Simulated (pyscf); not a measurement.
Routes from CH₄ + H₂N–AlH₂

Candidate steps break at most two bonds and form at most two. Each was searched with GFN2-xTB (tblite) first. PySCF, gas phase, ωB97X-D3(BJ)/def2-SVP geometries. Energies: ωB97M-D3(BJ)/def2-TZVP, eV, from the separated reactants, singlet surface; ΔG‡ with ideal gas, 1 atm, RRHO with modes under 100 cm⁻¹ raised to 100, one conformer, R ln 2 for chiral ones without a mode under 150 cm⁻¹.

```tsv
products	type	ΔE‡	ΔE	ΔG‡ 298 K	ΔG‡ 900 K	ν‡ (cm⁻¹)
H₃C–AlH₂ + NH₃	concerted two-bond exchange	1.30	+1.11	1.64	2.43	1534i
H₃C–NH₂ + AlH₃	four-centre exchange	3.90	+1.98	4.24	5.04	1239i
```

Row 1: On the product side the descent ends in an adduct with a Al–N contact, 1.30 eV under the separated species and 1.44 eV under the saddle at ωB97X-D3(BJ)/def2-TZVP. Row 2: On the product side the descent ends in an adduct with a Al–N contact, 1.55 eV under the separated species and 3.48 eV under the saddle at ωB97X-D3(BJ)/def2-TZVP. 

Plain bond fissions and candidates not yet searched are not listed, and one of them may be faster. Each barrier is that of the saddle found; lower ones may exist.
